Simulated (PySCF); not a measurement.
**From a log to its input**

A PySCF 2.14 run on the atoms P 0 0 0; O 0 0 1.827 (angstrom) printed this (some set-up lines and the per-cycle HOMO/LUMO lines with their warnings removed):

```
PySCF version 2.14.0


nuclear repulsion = 34.7571238699507
point group symmetry = Coov
symmetry origin: [0.         0.         1.20087987]
symmetry axis x: [1. 0. 0.]
symmetry axis y: [0. 1. 0.]
symmetry axis z: [0. 0. 1.]
num. orbitals of irrep A1 = 19
num. orbitals of irrep E1x = 8
num. orbitals of irrep E1y = 8
num. orbitals of irrep E2x = 2
num. orbitals of irrep E2y = 2
number of shells = 19
number of NR pGTOs = 73
number of NR cGTOs = 39
basis = jorge-dzp-dkh
ecp = {}

******** <class 'pyscf.x2c.sfx2c1e.sfX2C1eSymAdaptedRKS'> ********
method = sfX2C1eSymAdaptedRKS
initial guess = minao
damping factor = 0
level_shift factor = 0
DIIS = <class 'pyscf.scf.diis.CDIIS'>
SCF conv_tol = 1e-09
SCF max_cycles = 50
XC functionals = hse06

grids dens level: 1

******** <class 'pyscf.x2c.sfx2c1e.SpinFreeX2CHelper'> ********
approx = 1e
xuncontract = 1
Freeze 0 electrons in irreps []
    22 free electrons in irreps A1 E1x E1y E2x E2y
Initial guess from minao.
tot grids = 11592
init E= -417.018672155377
cycle= 1 E= -416.392446971662  delta_E= 0.626  |g|= 1.14  |ddm|= 1.55
cycle= 2 E= -410.698913149778  delta_E= 5.69  |g|= 3.36  |ddm|= 3.74
cycle= 3 E= -416.797095073814  delta_E= -6.1  |g|= 0.215  |ddm|= 3.15
cycle= 4 E= -416.81159407249  delta_E= -0.0145  |g|= 0.0631  |ddm|= 0.265
cycle= 5 E= -416.81234710384  delta_E= -0.000753  |g|= 0.0398  |ddm|= 0.0733
cycle= 6 E= -416.812231602283  delta_E= 0.000116  |g|= 0.0444  |ddm|= 0.00908
cycle= 7 E= -416.812116902092  delta_E= 0.000115  |g|= 0.0498  |ddm|= 0.00302
cycle= 8 E= -416.81269603506  delta_E= -0.000579  |g|= 0.00646  |ddm|= 0.0264
cycle= 9 E= -416.812703434363  delta_E= -7.4e-06  |g|= 0.00364  |ddm|= 0.00632
cycle= 10 E= -416.812706431342  delta_E= -3e-06  |g|= 0.00012  |ddm|= 0.00204
cycle= 11 E= -416.812706434677  delta_E= -3.34e-09  |g|= 1.99e-06  |ddm|= 7.32e-05
cycle= 12 E= -416.812706434678  delta_E= -9.09e-13  |g|= 1.16e-06  |ddm|= 2.4e-06
Extra cycle  E= -416.812706434662  delta_E= 1.56e-11  |g|= 8.39e-06  |ddm|= 5.53e-06
converged SCF energy = -416.812706434662
Dipole moment(X, Y, Z, Debye): -0.00000, -0.00000, -1.16814
orbital energies (hartree): [-0.6734 -0.633  -0.633  -0.4786 -0.4786 -0.337 ]
```

Write the input that gave this log.

The input was:

```python
from pyscf import gto, dft

mol = gto.M(
    atom='P 0 0 0; O 0 0 1.827',
    basis='jorge-dzp-dkh',
    charge=1,
    spin=0,
    symmetry=True,
    verbose=4,
)
mf = dft.RKS(mol, xc='hse06')
mf = mf.sfx2c1e()
mf.grids.level = 1
mf.kernel()
mf.dip_moment()
print('orbital energies (hartree):', mf.mo_energy[..., max(0, mol.nelec[1]-3):mol.nelec[0]+3].round(4))
```

Stability towards an unrestricted solution was not tested. The bond length is a typed value, not an optimised one. The dipole of an ion depends on the origin.
